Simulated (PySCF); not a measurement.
## Isomers of C3H5N: computed energies against enthalpies of formation

**Experimental background.**

From CRC Handbook of Chemistry and Physics, for the gas at 298.15 K: enthalpy of formation of `CCC#N` (propanenitrile) 51.7 kJ/mol; enthalpy of formation of `[C-]#[N+]CC` 141.7 kJ/mol.

The runs below try to reproduce these values; the comparison stands at the end.

Differences of these values give the isomerisation enthalpies. Geometries: GFN2-xTB; runs in PySCF, gas phase, with a dispersion term only where the level names one. Total electronic energies (Eh):

```json
{"SMILES": "CCC#N", "PBE0/def2-SVPD": "-171.73581"}
{"SMILES": "[C-]#[N+]CC", "PBE0/def2-SVPD": "-171.70256"}
```

Geometry of `CCC#N` (Å):
```
atom  x, y, z in Å
C1    -0.9640   -0.2959    0.0853
C2     0.2971    0.4658   -0.3276
C3     1.4661   -0.0973    0.2999
N4     2.3846   -0.5538    0.8041
H5    -1.1010   -0.2491    1.1633
H6    -0.8909   -1.3409   -0.2076
H7    -1.8355    0.1406   -0.3968
H8     0.2229    1.5170   -0.0340
H9     0.4342    0.4195   -1.4118
```

Geometry of `[C-]#[N+]CC` (Å):
```
atom  x, y, z in Å
C1     2.366   -0.735    0.634
N2     1.426   -0.129    0.319
C3     0.275    0.575   -0.059
C4    -0.933   -0.356   -0.127
H5     0.462    1.033   -1.036
H6     0.106    1.370    0.675
H7    -0.762   -1.147   -0.854
H8    -1.814    0.208   -0.421
H9    -1.114   -0.813    0.844
```

Zero-point and thermal terms are left out, so the computed numbers are electronic energies.

**Comparison with experiment**

Relative to `CCC#N`, the lowest by measurement, in kJ/mol (measured: enthalpies at 298.15 K; computed: electronic energies):

| SMILES | measured | PBE0/def2-SVPD |
| --- | --- | --- |
| CCC#N | 0.0 | 0.0 |
| [C-]#[N+]CC | 90.0 | 87.3 |

Measured values: 51.7 kJ/mol (298.15 K; CRC Handbook of Chemistry and Physics) for the first row; the others come from the same table. Unsigned miss: PBE0/def2-SVPD 2.7 kJ/mol. Where a level misses, the cause wasn't examined.
